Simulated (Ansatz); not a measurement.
```yaml
crystal:
  periodic: [false, false, false]
  atoms:
    - {symbol: B, position_ang: [-2.003992, -0.610011, -0.005768]}
    - {symbol: Ge, position_ang: [-0.361011, 0.331504, 0.002626]}
    - {symbol: S, position_ang: [1.504598, -0.604103, -0.004488]}
    - {symbol: H, position_ang: [-0.353155, 1.870122, 0.015403]}
basis:
  gaussian: {orbitals: def2-TZVP}
magnetization: {spin_polarized: true, initial_magnetization: 2}
hamiltonian: {xc: pbe0}
relax: {f_tol: 0.004, max_steps: 80}
```

```sh
$ ansatz run in.yaml --threads 1 --pin off --events-out ev --progress --plain --max-ram 2176MiB
```

Steps of the relaxation (energy above the last step; positions in Å, forces in eV/Å):

```
4
step 1, 156.9 meV
B    -2.004   -0.610   -0.006   -1.353   -0.802   -0.007
Ge   -0.361    0.332    0.003    2.543    0.724    0.007
S     1.505   -0.604   -0.004   -0.830    0.096    0.001
H    -0.353    1.870    0.015   -0.360   -0.018    0.000
```

```
4
step 2, 22.7 meV
B    -1.961   -0.612   -0.006   -0.646   -0.398   -0.004
Ge   -0.284    0.374    0.003    0.859    0.450    0.004
S     1.474   -0.686   -0.005   -0.200    0.080    0.001
H    -0.443    1.912    0.016   -0.013   -0.131   -0.001
```

```
4
step 3, 0.8 meV
B    -1.980   -0.633   -0.006   -0.032    0.004    0.000
Ge   -0.265    0.388    0.003    0.002    0.051    0.000
S     1.469   -0.686   -0.005    0.050   -0.029    0.000
H    -0.437    1.918    0.016   -0.021   -0.027    0.000
```

```
4
step 6, 0.0 meV
B    -1.999   -0.611   -0.006    0.002    0.001    0.000
Ge   -0.256    0.375    0.003    0.001   -0.002    0.000
S     1.491   -0.679   -0.005   -0.003    0.001    0.000
H    -0.449    1.902    0.016   -0.001    0.000    0.000
```

Close pairs at the end: Ge2–H4 1.539 Å, B1–Ge2 2.002 Å, Ge2–S3 2.040 Å.

A stationary point of unrestricted PBE0 after 6 steps, with ⟨S²⟩ = 2.015 against 2.00 for a pure state; no frequencies were run, so it isn't proven a minimum. 59 s on 1 thread of Intel Xeon Platinum 8488C, shared host.
